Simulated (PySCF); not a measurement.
**AlCl2 (SMILES [Cl][Al][Cl]): UMP2/STO-3G**

What is the vertical ionisation energy of AlCl2 at UMP2/STO-3G? 

The results are computed with PySCF 2.14.0.

7 further runs of the same task are left out: 7 set aside as unsound or not needed.

## (1) Starting point

AlCl2: 3 atoms, total charge 0, spin state doublet. As SMILES, `[Cl][Al][Cl]`. The shape is that of a PBE0-D4/def2-TZVP optimisation.

Bond lengths: Cl1–Al2 2.102 Å, Al2–Cl3 2.102 Å. Angles: Cl1–Al2–Cl3 118.9°.

## (2) The energy at UMP2/STO-3G

File calc.py:

```python
from pyscf import gto, mp

mol = gto.M(
    atom='Cl 1.374800 0.868300 0.838700; Al -0.432100 0.520700 -0.177200; Cl -0.953600 -1.453800 -0.674700',
    spin=1,
    verbose=4,
    basis='sto-3g',
    max_memory=1860,
)

mf = mol.UHF()
mf.conv_tol = 1e-10
mf.kernel()
if not mf.converged:
    mf = mf.newton().run(mf.mo_coeff, mf.mo_occ)

pt = mp.MP2(mf, frozen=15).run()
e_tot = pt.e_tot
print('E(%s) = %.9f' % ('MP2', e_tot))
```

The run is started by

```
OMP_NUM_THREADS=1 python calc.py
```

Log:

```text
PySCF version 2.14.0

[INPUT] num. atoms = 3
[INPUT] num. electrons = 47
[INPUT] charge = 0
[INPUT] spin (= nelec alpha-beta = 2S) = 1
[INPUT] symmetry False subgroup None
[INPUT] Mole.unit = angstrom
[INPUT] Symbol           X                Y                Z      unit          X                Y                Z       unit  Magmom
[INPUT]  1 Cl     1.374800000000   0.868300000000   0.838700000000 AA    2.597995476052   1.640849193960   1.584913300673 Bohr   0.0
[INPUT]  2 Al    -0.432100000000   0.520700000000  -0.177200000000 AA   -0.816550658425   0.983980393061  -0.334859469273 Bohr   0.0
[INPUT]  3 Cl    -0.953600000000  -1.453800000000  -0.674700000000 AA   -1.802042832385  -2.747283839893  -1.274998216244 Bohr   0.0

nuclear repulsion = 153.526194899035
number of shells = 15
number of NR pGTOs = 81
number of NR cGTOs = 27
basis = sto-3g
ecp = {}

[... 61 lines left out ...]
converged SCF energy = -1148.31165493528  <S^2> = 0.75364942  2S+1 = 2.0036461
[... 1 line left out ...]
******** <class 'pyscf.mp.ump2.UMP2'> ********
nocc = (np.int64(9), np.int64(8)), nmo = (12, 12)
frozen orbitals 15
E(UMP2) = -1148.3320039767  E_corr = -0.0203490414206989
E(SCS-UMP2) = -1148.33296591186  E_corr = -0.0213109765873487
E_corr(same-spin) = -0.00358600744325758
E_corr(oppo-spin) = -0.0167630339774413
E(MP2) = -1148.332003977
```

Wall time 0.58 s (1 thread of Arm Neoverse V2, shared host); peak memory 0.12 GiB.

## (3) The singlet cation at the same level

File calc.py:

```python
from pyscf import gto, mp

molecule = gto.Mole()
molecule.atom = [
    ('Cl', (1.374800, 0.868300, 0.838700)),
    ('Al', (-0.432100, 0.520700, -0.177200)),
    ('Cl', (-0.953600, -1.453800, -0.674700)),
]
molecule.verbose = 3
molecule.max_memory = 1860
molecule.basis = 'sto-3g'
molecule.charge = 1
molecule.build()

hf = molecule.RHF()
hf.conv_tol = 1e-10
hf.kernel()
if not hf.converged:
    hf = hf.newton().run(hf.mo_coeff, hf.mo_occ)

pt = mp.MP2(hf, frozen=15).run()
etot = pt.e_tot
print('Final energy', etot)
```

The run is started by

```
OMP_NUM_THREADS=1 python calc.py
```

Log:

```text
converged SCF energy = -1148.06711848547
E(RMP2) = -1148.10853702421  E_corr = -0.0414185387453533
E(SCS-RMP2) = -1148.11021179759  E_corr = -0.0430933121236814
Final energy -1148.108537024213
```

It took 0.6 s on 1 thread of Arm Neoverse V2, shared host; peak memory 0.12 GiB.

## (4) Summary of results

At UMP2/STO-3G, 15 core orbitals frozen:

| quantity | value |
| --- | --- |
| doublet AlCl2: total energy | -1148.33200 Eh |
| doublet AlCl2: dipole moment (Hartree–Fock density) | 4.15 D |
| doublet AlCl2: HOMO energy (Hartree–Fock orbitals) (highest over α and β) | -7.07 eV |
| doublet AlCl2: LUMO energy (Hartree–Fock orbitals) (lowest over α and β) | 4.21 eV |
| doublet AlCl2: correlation energy (15 core orbitals frozen) | -20.3 mEh |
| doublet AlCl2: ⟨S²⟩ of the reference determinant | 0.754 |
| singlet cation: total energy | -1148.10854 Eh |
| singlet cation: HOMO energy (Hartree–Fock orbitals) | -17.07 eV |
| singlet cation: LUMO energy (Hartree–Fock orbitals) | -6.06 eV |
| singlet cation: HOMO–LUMO gap (Hartree–Fock orbitals) | 11.01 eV |
| singlet cation: correlation energy (15 core orbitals frozen) | -41.4 mEh |
| vertical ionisation energy (to the singlet cation) | 6.081 eV |

The vertical ionisation energy comes to 6.08 eV (587 kJ/mol). Only the singlet of the ionised species was computed; a triplet could lie lower. In a minimal basis such a difference can be off by several eV, whatever the method. Mulliken charges (singlet cation) of the mean-field density run from -0.20 on Cl1 to +1.40 on Al2.
